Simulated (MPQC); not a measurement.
# CPO− (SMILES [O-]C#P) at 6 levels

We compute a comparison of 6 runs (HF/STO-3G, HF/3-21G, HF/cc-pVTZ, B3LYP/6-31G*, PBE0/def2-SVP, PBE0/pcseg-1) of CPO−. 

The results are computed with MPQC 2.3.1.

3 further runs of the same task are left out: 3 set aside as unsound or not needed.

**1. The molecule**

The species is CPO− (3 atoms), meant as a singlet with charge -1. As SMILES, `[O-]C#P`. The shape is that of a GFN2-xTB optimisation.

Bond lengths: O1–C2 1.191 Å, C2–P3 1.580 Å. Angles: O1–C2–P3 179.9°.

**2. Energy and gradient at HF/STO-3G (run 1)**

The input, job.in:

```
% COP
molecule<Molecule>: (
    symmetry = c1
    unit = angstrom
    { atoms geometry } = {
        O  [ 0.777240     0.927660     0.529290 ]
        C  [ 0.076510     0.090600     0.052160 ]
        P  [ -0.853750    -1.018250    -0.581450 ]
    }
)
basis<GaussianBasisSet>: (
    name = "STO-3G"
    molecule = $:molecule
    basisdir = "."
    puream = yes
)
mpqc: (
    checkpoint = no
    savestate = no
    restart = no
    do_energy = yes
    do_gradient = yes
    optimize = no
    mole<CLHF>: (
        molecule = $:molecule
        basis = $:basis
        total_charge = -1
        memory = 1000000000
        print_evals = yes
        print_npa = yes
        maxiter = 120
        value_accuracy = 1e-08
        guess_wavefunction<CLHF>: (
            molecule = $:molecule
            total_charge = -1
            memory = 1000000000
            value_accuracy = 1e-3
            basis<GaussianBasisSet>: (
                name = "STO-2G"
                molecule = $:molecule
            )
        )
    )
)
```

The basis set STO-3G is read from a file made from the Basis Set Exchange's data (not shown).

Started as:

```bash
$ mpqc job.in > job.out
```

The log of the run:

```text
MPQC: Massively Parallel Quantum Chemistry
[...]
  LUMO is    16   A =   0.663425
  total scf energy = -447.9211165688
[...]
Value of the MolecularEnergy: -447.9211165688
  Gradient of the MolecularEnergy:
      1   -0.0430204083
      2   -0.0512916126
      3   -0.0293006801
      4    0.0796786506
      5    0.0949131814
      6    0.0542749529
      7   -0.0366582422
      8   -0.0436215688
      9   -0.0249742728
  Function Parameters:
    value_accuracy    = 4.740522e-09 (1.000000e-08) (computed)
[...]
      symmetry = c1
[...]
```

Wall time 0.22 s (1 thread of Intel Xeon 6975P-C (Granite Rapids), shared host).

**3. Energy and forces at HF/3-21G (run 2)**

The input, job.in:

```
% COP
molecule<Molecule>: (
  symmetry = c1
  unit = bohr
  { atoms geometry } = {
    O  [ 1.46877073   1.75302334   1.00021314 ]
    C  [ 0.14458295   0.17120919   0.09856811 ]
    P  [ -1.61335368  -1.92421363  -1.09878126 ]
  }
)
basis<GaussianBasisSet>: (
  name = "3-21G"
  molecule = $:molecule
  basisdir = "."
  puream = yes
)
mpqc: (
  checkpoint = no
  savestate = no
  restart = no
  do_energy = yes
  do_gradient = yes
  optimize = no
  mole<CLHF>: (
    molecule = $:molecule
    basis = $:basis
    total_charge = -1
    memory = 1000000000
    print_evals = yes
    print_npa = yes
    maxiter = 120
    value_accuracy = 1e-08
    guess_wavefunction<CLHF>: (
      molecule = $:molecule
      total_charge = -1
      memory = 1000000000
      value_accuracy = 1e-3
      basis<GaussianBasisSet>: (
        name = "STO-2G"
        molecule = $:molecule
      )
    )
  )
)
```

The basis set 3-21G is read from a file made from the Basis Set Exchange's data (not shown).

Started as:

```bash
$ mpqc job.in > job.out
```

The log of the run:

```text
MPQC: Massively Parallel Quantum Chemistry
[...]
  LUMO is    16   A =   0.393658
  total scf energy = -451.0950301236
[...]
Value of the MolecularEnergy: -451.0950301236
  Gradient of the MolecularEnergy:
      1   -0.0007711605
      2   -0.0007831401
      3   -0.0005361518
      4   -0.0387894376
      5   -0.0464762358
      6   -0.0264006579
      7    0.0395605981
      8    0.0472593759
      9    0.0269368097
  Function Parameters:
    value_accuracy    = 1.531992e-09 (1.000000e-08) (computed)
[...]
      symmetry = c1
[...]
```

Wall time 0.3 s (1 thread of Intel Xeon 6975P-C (Granite Rapids), shared host).

Runs 3 to 5 aren't shown in full; the table further down has their settings and results.

**4. Energy and forces at PBE0/pcseg-1 (run 6)**

The input, mol.in:

```
% COP
molecule<Molecule>: (
    symmetry = c1
    unit = bohr
    { atoms geometry } = {
        O  [ 1.46877073 1.75302334 1.00021314 ]
        C  [ 0.14458295 0.17120919 0.09856811 ]
        P  [ -1.61335368 -1.92421363 -1.09878126 ]
    }
)
basis<GaussianBasisSet>: (
    name = "pcseg-1"
    molecule = $:molecule
    basisdir = "."
    puream = yes
)
mpqc: (
    checkpoint = no
    savestate = no
    restart = no
    do_energy = yes
    do_gradient = yes
    optimize = no
    mole<CLKS>: (
        molecule = $:molecule
        basis = $:basis
        total_charge = -1
        memory = 1000000000
        print_evals = yes
        print_npa = yes
        maxiter = 120
        value_accuracy = 1e-08
        functional<SumDenFunctional>: (
            a0 = 0.25
            coefs = [ 0.75 1 ]
            funcs: [ <PBEXFunctional>: () <PBECFunctional>: () ]
        )
        integrator<RadialAngularIntegrator>: ( grid = xfine )
        guess_wavefunction<CLHF>: (
            molecule = $:molecule
            total_charge = -1
            memory = 1000000000
            value_accuracy = 1e-3
            basis<GaussianBasisSet>: (
                name = "STO-3G"
                molecule = $:molecule
            )
        )
    )
)
```

The basis set pcseg-1 is read from a file made from the Basis Set Exchange's data (not shown).

Started as:

```bash
$ mpqc mol.in > mol.out
```

The log of the run:

```text
MPQC: Massively Parallel Quantum Chemistry
[...]
  Integrated electron density error = 0.000009912710
  iter     1 energy = -453.8939756025 delta = 2.18865e-01
  Integrated electron density error = -0.000015850210
  iter     2 energy = -454.1857890019 delta = 8.63065e-02
[...]
  Integrated electron density error = 0.000000185794
  iter    11 energy = -454.4244259129 delta = 3.35456e-07
  Integrated electron density error = 0.000000185794
  iter    12 energy = -454.4244259129 delta = 8.77049e-08
  Integrated electron density error = 0.000000185794
  iter    13 energy = -454.4244259129 delta = 1.42877e-08
[...]
  LUMO is    16   A =   0.227524
  total scf energy = -454.4244259129
[...]
  Integrated electron density error = 0.000000184128
  Total Gradient:
[...]
Value of the MolecularEnergy: -454.4244259129
  Gradient of the MolecularEnergy:
      1   -0.0108682684
      2   -0.0128724526
      3   -0.0074106284
      4   -0.0147120635
      5   -0.0177034563
      6   -0.0100062425
      7    0.0255803319
      8    0.0305759090
      9    0.0174168709
  Closed Shell Kohn-Sham (CLKS) Parameters:
    Function Parameters:
[...]
        symmetry = c1
[...]
```

Run time: 8.7 s. Hardware: 1 thread of Intel Xeon 6975P-C (Granite Rapids), shared host.

**5. All runs side by side**

```csv
run,level,starting guess,integration grid,energy (Eh),HOMO energy (eV),LUMO energy (eV),HOMO–LUMO gap (eV),wall time
1,HF/STO-3G,STO-2G,–,-447.921117,4.02,18.05,14.03,0.22 s
2,HF/3-21G,STO-2G,–,-451.095030,-2.08,10.71,12.79,0.3 s
3,HF/cc-pVTZ,STO-3G,–,-453.527811,-2.47,9.78,12.25,24 s
4,B3LYP/6-31G* (spherical functions),STO-3G,xfine,-454.700394,0.33,6.58,6.25,6.6 s
5,PBE0/def2-SVP,STO-3G,xfine,-454.257715,0.21,6.99,6.78,7.5 s
6,PBE0/pcseg-1,STO-3G,xfine,-454.424426,-0.32,6.19,6.51,8.7 s
```

**6. Outcome**

| quantity | value |
| --- | --- |
| run 6: total energy | -454.42443 Eh |
| run 6: HOMO energy | -0.32 eV |
| run 6: LUMO energy | 6.19 eV |
| run 6: HOMO–LUMO gap (to an unbound level, set by the basis) | 6.51 eV |
| run 6: largest force on an atom | 2.237 eV/Å |

The HOMO–LUMO gap runs from 6.25 eV (B3LYP/6-31G*) to 14.03 eV (HF/STO-3G). The two ends differ in method and basis. The empty levels of an anion lie above zero and hang on the basis. Totals of different functionals can't be ranked against each other. In runs 1, 4, 5 the HOMO lies above zero, so the outermost electron may be held by the basis alone. In run 1 the basis is minimal, so the values are rough. All runs together took 47 s, the longest 24 s.
